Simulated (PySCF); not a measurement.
# CH6BF, a complex of two parts: interaction energy

Wanted: the interaction energy for `B` with `CF`.

Programs: PySCF 2.14.0. All values are calculated, for the isolated system unless a continuum is named. Atoms count from 0, parts from 1.

## Step 1: Starting point

9 atoms, charge 0, multiplicity 1; geometry: GFN2-xTB. Parts: 1 = atoms 0–3, `B`, charge 0; 2 = atoms 4–8, `CF`, charge 0.

## Step 2: Optimising the geometry at PBE0-D3(BJ)/def2-SVPD

What the job is given:

```
{"job": {"xc": "PBE0", "basis": "def2-SVPD", "d3": "d3bj", "grid": 2, "kind": "geom"}, "charge": 0, "multiplicity": 1, "parts": [{"atoms": "0-3", "charge": 0, "multiplicity": 1}, {"atoms": "4-8", "charge": 0, "multiplicity": 1}]}
B     -0.088670    -0.024082     0.095294
H     -0.907242    -0.800254    -0.203958
H     -0.263159     1.109454    -0.114994
H      0.934796    -0.388661     0.515769
C     -1.344242     0.235170     2.995372
F     -0.245634     0.369749     3.789085
H     -1.958814     1.128948     3.113351
H     -1.002306     0.132631     1.958328
H     -1.884903    -0.657112     3.314594
```

Started as:

```bash
> OMP_NUM_THREADS=1 python cluster_run.py task.json out
```

This one command runs all jobs of the session in turn.

**Question.** The jobs that follow are: CCSD(T)/aug-cc-pVDZ and MP2/aug-cc-pVTZ counterpoise interaction energy, frozen core, gas phase. Predict: point group; rotational constants (main isotopes); interaction energy, CCSD(T) limit estimate; MP2/aug-cc-pVTZ; T1 diagnostic.

**Answer**, as computed:

| quantity | value |
| --- | --- |
| point group | C1 |
| rotational constants (main isotopes) | 25.82, 4.05, 3.70 GHz |
| interaction energy, CCSD(T) limit estimate | 0.32 kcal/mol |
| MP2/aug-cc-pVTZ | 0.62 kcal/mol |
| T1 diagnostic | 0.0106 |

In words: The optimisation took 3 steps and gained 0.076 eV; among the close pairs (by a distance rule), B0–H3 changed most, from 1.165 to 1.204 Å. The estimate adds CCSD(T) less MP2 in the small basis (-0.17 kcal/mol) to extrapolated MP2. Hartree-Fock gives 3.89 against 0.32 kcal/mol.
